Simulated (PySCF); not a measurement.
Cyclopentadienone, C5H4O.
Atom-mapped SMILES: `[O:1]=[C:2]1[CH:3]=[CH:4][CH:5]=[CH:6]1` (hydrogens: H7 on C3; H8 on C4; H9 on C5; H10 on C6)

Cartesian coordinates in Å at the GFN2-xTB level; atoms count from 1:
```
atom  x, y, z in Å
O1     2.407    0.262   -0.183
C2     1.213    0.132   -0.094
C3     0.185    1.211    0.057
C4    -1.014    0.632    0.120
C5    -0.862   -0.835    0.017
C6     0.428   -1.144   -0.109
H7     0.434    2.254    0.102
H8    -1.969    1.114    0.230
H9    -1.699   -1.511    0.044
H10    0.884   -2.110   -0.206
```

Theory: TDDFT CAM-B3LYP/def2-SVPD, vertical, gas phase, core orbitals frozen in the response in PySCF.

Transition dipole moments from the ground state, in atomic units and in the frame of the coordinates above (overall signs are arbitrary), for the states with f of 0.002 or more among the lowest 7:

```json
{"state": "S2", "E (eV)": "3.097", "μx": "-0.030", "μy": "0.289", "μz": "0.020"}
{"state": "S3", "E (eV)": "6.356", "μx": "1.081", "μy": "0.117", "μz": "-0.081"}
{"state": "S7", "E (eV)": "7.564", "μx": "0.011", "μy": "-0.008", "μz": "0.129"}
```

**Question.** What oscillator strength does each state have?

**Answer.** f = (2/3) ΔE |μ|² with ΔE in hartree (27.2114 eV).

```json
{"state": "S2", "|μ|² (au)": "0.085", "|μ| (D)": "0.74", "f": "0.006"}
{"state": "S3", "|μ|² (au)": "1.189", "|μ| (D)": "2.77", "f": "0.185"}
{"state": "S7", "|μ|² (au)": "0.017", "|μ| (D)": "0.33", "f": "0.003"}
```

**Question.** The point group is C2v. Which irreducible representation does each state belong to?

**Answer.** Polarised along the twofold axis, so A1: S3. Polarised across the twofold axis, so B1 or B2: S2 and S7. Which of B1 and B2 hangs on the choice of axes; S2 takes one label and S7 the other.

**Question.** All atoms lie in one plane. Which transitions are polarised in it and which across it?

**Answer.** In the plane: S2 and S3. Perpendicular: S7. States polarised in the plane are symmetric under reflection in it, those polarised across it antisymmetric.

**Question.** Which bond between heavy atoms lies closest to the direction of the S3 transition dipole?

**Answer.** O1–C2, at 0° from it; next C3–C4 and C5–C6 at 20°.

**Question.** How is the summed strength of these states shared among x, y and z?

**Answer.** (2/3) Σ ΔE μα² gives 0.182 for x, 0.008 for y and 0.004 for z, 0.195 in all.

**Question.** What peak molar absorption coefficient would the strongest computed level give as a lone Gaussian band 0.3 eV wide at half height?

**Answer.** ε(max) = 2.175×10⁸ f / FWHM, with the width in cm⁻¹. S3: 2.175×10⁸ × 0.1851 / 2420 ≈ 17000 L mol⁻¹ cm⁻¹.
